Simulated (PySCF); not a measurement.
# mu-NH2-B2H5: geometry, NMR shifts, electronic excitations, spin-spin couplings and core binding energies

Aim: predict the NMR shifts, electronic excitations, spin-spin couplings and core binding energies of mu-NH2-B2H5.

Computed with PySCF 2.14.0, with density-fitted response routines of our own, on a single molecule in the gas phase. Atoms count from 0, in the outputs and in this text.

## Step 1: The starting structure

10 atoms, charge 0, multiplicity 1; geometry from: GFN2-xTB.

Bonds of the start (Å): B0–N1 1.55, B0–H3 1.34, B0–H4 1.18, B0–H5 1.18, N1–B2 1.55, N1–H6 1.01, N1–H7 1.01, B2–H3 1.34, B2–H8 1.18, B2–H9 1.18.

## Step 2: Relaxing the molecule at PBE0-D3(BJ)/def2-SVP

The job: settings as JSON, then the geometry in Å.

```
{"job": {"xc": "PBE0", "basis": "def2-SVP", "d3": "d3bj", "grid": 1, "maxiter": 40, "kind": "geom"}, "charge": 0, "multiplicity": 1}
B      0.610040     0.718790    -0.405110
N     -0.689730     0.383640     0.370470
B     -0.073060    -1.016690     0.116980
H      0.997740    -0.555620    -0.537630
H      0.411470     1.135930    -1.489330
H      1.420560     1.261220     0.256260
H     -0.739630     0.691800     1.330740
H     -1.562120     0.586200    -0.095940
H      0.317500    -1.537810     1.099080
H     -0.692760    -1.667450    -0.645510
```

**Question.** This job is followed by: GIAO PBE0/pcSseg-1 NMR shielding, non-relativistic, gas phase; TDDFT PBE0/def2-SVPD, vertical, gas phase, core orbitals frozen in the response; B3LYP/pcJ-1 indirect spin-spin coupling, non-relativistic, gas phase; GIAO KT2/pcSseg-1 NMR shielding, non-relativistic, gas phase; delta-SCF UKS SCAN, pcX-2 on the ionised atom (unc-x2c-TZVPall on a metal), pcseg-1 elsewhere, spin-free X2C. Predict these results of the whole session: point group; rotational constants (main isotopes); 1H shifts against TMS (PBE0/pcSseg-1, means over atoms taken as alike); 11B shifts against BF3·OEt2 (PBE0/pcSseg-1, means over atoms taken as alike); 15N shifts against NH3 (PBE0/pcSseg-1); lowest singlet (PBE0/def2-SVPD); brightest single state of those computed; lowest triplet; vertical ionisation energy (ΔSCF); largest coupling of the table (B3LYP/pcJ-1); B1s binding energies, SCAN/pcX-2; N1s binding energies, SCAN/pcX-2; range of the shift of N1.

As calculated:

| quantity | value |
| --- | --- |
| point group | C2v |
| rotational constants (main isotopes) | 19.50, 14.40, 10.24 GHz |
| 1H shifts against TMS (PBE0/pcSseg-1, means over atoms taken as alike) | 1.84, 1.73, -0.17 ppm |
| 11B shifts against BF3·OEt2 (PBE0/pcSseg-1, means over atoms taken as alike) | -32.2 ppm |
| 15N shifts against NH3 (PBE0/pcSseg-1) | 10.7 ppm |
| lowest singlet (PBE0/def2-SVPD) | 7.75 eV (160 nm), f = 0.000 |
| brightest single state of those computed | state 10, 9.44 eV, f = 0.395 |
| lowest triplet | 7.60 eV |
| vertical ionisation energy (ΔSCF) | 11.15 eV |
| largest coupling of the table (B3LYP/pcJ-1) | 1J(B,H) B0–H4, 141.3 Hz |
| B1s binding energies, SCAN/pcX-2 | B0 195.63 eV |
| N1s binding energies, SCAN/pcX-2 | N1 407.05 eV |
| range of the shift of N1 | 10.7 to 13.7 ppm |

The optimisation took 4 steps and gained 0.095 eV; among the close pairs (by a distance rule), B2–H8 changed most, from 1.178 to 1.208 Å. At PBE0/pcSseg-1: Shielding is most anisotropic at N1 (span 64 ppm, paramagnetic term -64 ppm). The first singlet state (HOMO→LUMO 0.99) lies at 7.75 eV and is dark; of the 10 states computed, the strongest absorption comes from states 9 to 10 together at 9.44 eV (the last computed, so partners may be missing). The lowest triplet lies 0.14 eV below the lowest singlet (triplets in Tamm-Dancoff, singlets in full TDDFT). ΔSCF puts the ionisation energy at 11.15 eV, 2.35 eV above −ε(HOMO). Of the pairs tabulated at B3LYP/pcJ-1, B0–H4 (mean over like pairs) couples most strongly (141.3 Hz; Fermi contact 141.1 Hz). In ppm, N1 moves most: its shift spreads over 2.9 ppm, from 10.7 (PBE0/pcSseg-1) to 13.7 (KT2/pcSseg-1).
